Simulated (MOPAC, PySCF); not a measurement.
Bond stretch in SO, triplet.

Methods: AM1, unrestricted, heats of formation (MOPAC); UCCSD(T) = CCSD(T) on UHF/cc-pVDZ, 6 core orbitals frozen (PySCF); UKS-B3LYP/3-21G = unrestricted B3LYP/3-21G (PySCF 2.14.0).

Energies are in kJ/mol, each relative to the lowest point of its own curve near equilibrium.

```tsv
R / Å	AM1	UCCSD(T)	UKS-B3LYP/3-21G
1.18	263.6	608.7	907.4
1.25	125.9	330.6	551.2
1.34	32.6	124.7	262.1
1.40	6.3	?	143.9
1.44	0.0	22.6	89.3
1.48	0.7	5.9	50.3
1.51	5.2	0.0	?
1.58	?	3.9	3.3
1.64	55.5	?	0.0
1.70	93.3	45.6	?
1.84	?	118.1	61.1
```

Q: Fill in the missing entries.

A: 
- 1.40, UCCSD(T): 51.5
- 1.51, UKS-B3LYP/3-21G: 29.5
- 1.58, AM1: 26.5
- 1.64, UCCSD(T): 21.0
- 1.70, UKS-B3LYP/3-21G: 9.2
- 1.84, AM1: 209.6

The scan ran from 1.18 to 5.96 Å; beyond the distances shown one of the unrestricted levels run for this scan, shown here or not, changes its spin distribution in one step.
